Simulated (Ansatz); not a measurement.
Trigonal Se, treated with PBE0 in Ansatz (plane waves, PAW).

The input as run:

Ansatz 0.2 input:
```yaml
crystal:
  lattice:
    - [2.2516510629, -3.8999740418, 0.0]
    - [2.2516510629, 3.8999740418, 0.0]
    - [0.0, 0.0, 4.992106662]
  atoms:
    - { symbol: Se, position: [0.0, 0.217208736, 0.6666666667] }
    - { symbol: Se, position: [0.782791264, 0.782791264, 0.0] }
    - { symbol: Se, position: [0.217208736, 0.0, 0.3333333333] }
kpoints:
  mp_grid: { grid: [6, 6, 4] }
hamiltonian:
  xc: pbe0
  pseudopotentials: { kind: paw }
  dispersion: none
scf:
  occupations: { method: gaussian, width: 0.02 }
output:
  forces: true
  stress: true
  eigenvalues: true
basis:
  ecutwfc: 500
  ecutrho_ratio: 4
  xc_grid: 2
magnetization:
  spin_polarized: false
```

From the output:

```
WARN output.stress: scf.convergence.dr2_threshold = 1e-7 eV (the SCF's general default) is looser than the 3e-10 eV advised for a printed stress (1e-10 eV for …
WARN output.stress: scf.exx.energy_threshold = 1e-6 eV is looser than the 3e-8 eV advised for a stress under a hybrid functional (1e-8 eV for each atom of the …
Crystal: 3 atoms, lattice volume = 87.675 Å³
Basis set: ecut = 500 eV, 2221 PW (Γ), exchange–correlation on 72×72×80 points (8 copies of the dense FFT grid, shifted against one another)
Bands: 29, of which v1, the nominal top of the filled ones, is band 24 counted from 1 (23 counted from 0)
Symmetry: 6 space group operations
Space group: P3121 (ITA 152), of the structure as read, at distance tolerance 4.4e-5 Å
k-points: 24 of 144 (time reversal used)
Functional: x = pbe(κ = 0.804, μ = 0.2195149727645171), c = pbe(β = 0.06672455060314922), warm-up for x = 0.75 pbe(κ = 0.804, μ = 0.2195149727645171) + 0.25 exact, c = pbe(β = 0.06672455060314922)
SCF iter   1: F=—  HF=-16407.223459 eV  |F-HF|=—  |Δ(HF+E_count)|=         —  Δρ=1.20e-3  dr2=6.11e-4
SCF iter   2: F=-16407.225015 eV  HF=-16407.224602 eV  |F-HF|=4.13e-4  |Δ(HF+E_count)|=   1.14e-3  Δρ=5.78e-4  dr2=1.02e-4
Crystal: 3 atoms, lattice volume = 87.675 Å³
Initial density: handed on by an earlier stage of this run
Functional: x = 0.75 pbe(κ = 0.804, μ = 0.2195149727645171) + 0.25 exact, c = pbe(β = 0.06672455060314922)
  ...
Crystal: 3 atoms, lattice volume = 87.675 Å³
SCF 3 converged in 7 iterations: F = -16411.239306 eV  dr2 = 3.85e-10
Crystal: 3 atoms, lattice volume = 87.675 Å³
SCF iter   1: F=—  HF=-16411.239306 eV  |F-HF|=—  |Δ(HF+E_count)|=         —  Δρ=1.21e-6  dr2=1.33e-9
SCF iter   2: F=-16411.239306 eV  HF=-16411.239306 eV  |F-HF|=1.38e-10  |Δ(HF+E_count)|=   2.11e-9  Δρ=5.19e-7  dr2=5.44e-10
SCF 4 converged in 2 iterations: F = -16411.239306 eV  dr2 = 5.44e-10
Free energy (F): -16411.239306 eV
Internal energy: -16411.239306 eV  (E = F + TS)
E sigma→0 (E₀):  -16411.239306 eV
Fermi energy:    6.392141 eV
--- Forces (eV/Å), atoms counted from 1 ---
  atom   1  Se    -0.11299923    -0.19572042     0.00000000
  atom   2  Se     0.22599847     0.00000000     0.00000000
  atom   3  Se    -0.11299923     0.19572042     0.00000000
--- Stress (GPa, compression-positive) ---
       -0.069966       0.000000       0.000000
        0.000000      -0.069966       0.000000
        0.000000       0.000000      -1.462575
  P = ⅓ Tr σ = -0.5342 GPa (-5.342 kbar)
```

The PAW data were made under PBE.

Note: the cell comes from a level without a dispersion term, which matters for the spacing of layers, chains or molecules. Note: cell and atoms aren't relaxed at this level (largest force component 0.23 eV/Å, pressure -0.5 GPa).

The result took about 100 core-seconds (a rough figure).

Ansatz is a first-principles code.
